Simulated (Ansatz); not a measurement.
# NH₄O (doublet): the correlation ladder at distance N1–H4 along a hydrogen transfer = 1.237 Å, cc-pVDZ

One table from this session's results is given with a row withheld; the runs are named, their logs left out.

The runs use Ansatz 0.2.0, Gaussian basis; cc-pVDZ, core rule «outside noble gas», up to 2 orbitals frozen.

To be run: UHF; CCSD(T) on ROHF; CCSD(T) on UHF; BCCD(T) on ROHF; CISD; CCSDT(Q) on ROHF; CCSDT(Q) on UHF; CASSCF and MRCISD+Q, 3 electrons in 3 orbitals; CASSCF and NEVPT2, 3 electrons in 3 orbitals.

**What is computed**

The geometry derives from fragments relaxed apart (PBE0/def2-TZVP) and kept rigid, so it is no stationary point. A hydrogen atom is moved between rigid fragments.

6 atoms, charge 0, spin multiplicity 2.

Atoms are counted from 1 here; the program's logs count them from 0.

Bond lengths: N1–H2 1.012 Å, N1–H3 1.012 Å, N1–H4 1.237 Å, H4–O5 1.080 Å, O5–H6 0.973 Å. Angles: H2–N1–H3 107.1°, H2–N1–H4 107.1°, H3–N1–H4 107.1°, N1–H4–O5 180.0°, H4–O5–H6 105.0°.

Geometry (Å):

```xyz
6
H4NO
N    -1.18419    0.01109   -0.02607
H    -1.48147    0.97892   -0.02607
H    -1.48147   -0.39121    0.85419
H     0.05281    0.01109   -0.02607
O     1.13281    0.01109   -0.02607
H     1.38467   -0.92886   -0.02607
```

Set-up of the first run:

Contents of in.yaml:

```yaml
crystal:
  periodic: [false, false, false]
  atoms:
    - {symbol: N, position_ang: [-1.184193, 0.011087, -0.026067]}
    - {symbol: H, position_ang: [-1.481473, 0.978921, -0.026067]}
    - {symbol: H, position_ang: [-1.481472, -0.391211, 0.854193]}
    - {symbol: H, position_ang: [0.052807, 0.011087, -0.026067]}
    - {symbol: O, position_ang: [1.132807, 0.011087, -0.026067]}
    - {symbol: H, position_ang: [1.384666, -0.928863, -0.026067]}
basis:
  gaussian: {orbitals: cc-pVDZ}
magnetization: {spin_polarized: true, initial_magnetization: 1}
hamiltonian: {xc: hf}
output: {orbitals: {seedname: orbitals}}
```

On the command line:

```bash
$ ansatz run in.yaml --threads 1 --pin off --events-out ev --progress --plain --max-ram 4096MiB --backend cpu
```

Among the steps run: UHF; CCSD(T) on ROHF; CCSD(T) on UHF; BCCD(T) on ROHF; CISD; CCSDT(Q) on ROHF; CCSDT(Q) on UHF; CASSCF and MRCISD+Q, 3 electrons in 3 orbitals; CASSCF and NEVPT2, 3 electrons in 3 orbitals.

One table of the session follows, with a row left open; its other results are not shown here.

It belongs to the step «Misses and costs». 

| method | from UCCSDT(Q) (meV) |
| --- | --- |
| ROHF | +11102.7 |
| UHF | +10914.5 |
| RMP2 | +1026.7 |
| UMP2 | +999.7 |
| CISD | +1231.1 |
| RCCSD | +270.2 |
| UCCSD | +265.1 |
| RCCSD(T) | +47.2 |
| UCCSD(T) | +44.1 |
| BCCD(T) | +42.8 |
| RCCSDT | +25.7 |
| UCCSDT | +25.2 |
| RCCSDT(Q) | +1.7 |
| UCCSDT(Q) | 0 |
| CASSCF pair | +10489.6 |
| NEVPT2 pair | ? |
| MRCISD pair | +1080.9 |
| MRCISD+Q pair | +184.7 |

Estimate the missing values for NEVPT2 pair.

**Answer.** from UCCSDT(Q) (meV): +982.1. In the column «from UCCSDT(Q) (meV)» it lies between RCCSD (+270.2) and UMP2 (+999.7).

To keep in mind: Restricted and unrestricted rows rest on different reference determinants; where their highest levels disagree by more than a few hundredths of an eV, they describe different states and don't form one ladder.
